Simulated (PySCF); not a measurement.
## 1,1-difluoro-2-methylpropane (SMILES C(C)(C)C(F)F)

Geometry:
| atom | x (Å) | y (Å) | z (Å) |
| --- | --- | --- | --- |
| C1 | 1.345 | -0.246 | 0.292 |
| C2 | -0.053 | -0.178 | -0.309 |
| C3 | -1.052 | -1.056 | 0.434 |
| C4 | -0.551 | 1.251 | -0.361 |
| F5 | -0.604 | 1.784 | 0.885 |
| F6 | 0.286 | 2.023 | -1.093 |
| H7 | 1.734 | -1.274 | 0.251 |
| H8 | 2.042 | 0.408 | -0.252 |
| H9 | 1.331 | 0.072 | 1.345 |
| H10 | -0.005 | -0.504 | -1.363 |
| H11 | -2.054 | -1.011 | -0.021 |
| H12 | -0.727 | -2.107 | 0.425 |
| H13 | -1.142 | -0.737 | 1.483 |
| H14 | -1.562 | 1.331 | -0.803 |

The calculation used PySCF, quadratic response CAM-B3LYP/def2-TZVPD first hyperpolarisability, Taylor convention, gas phase. Geometry: PBE0-D3(BJ)/def2-SVP.

Give the tensor of the static β(0;0,0) in the axes of these coordinates.

In au, Taylor convention; rows are the first index (the induced dipole):
```csv
,xx,yy,zz,xy,xz,yz
x,+31.0,-2.4,+6.2,+13.0,+10.1,-3.1
y,+13.0,+65.0,+16.2,-2.4,-3.1,-2.8
z,+10.1,-2.8,-8.1,-3.1,+6.2,+16.2
```
Norm of βᵢ = ⅓ Σⱼ (βᵢⱼⱼ + βⱼᵢⱼ + βⱼⱼᵢ): 100.4 au, hyper-Rayleigh value 38.0 au.
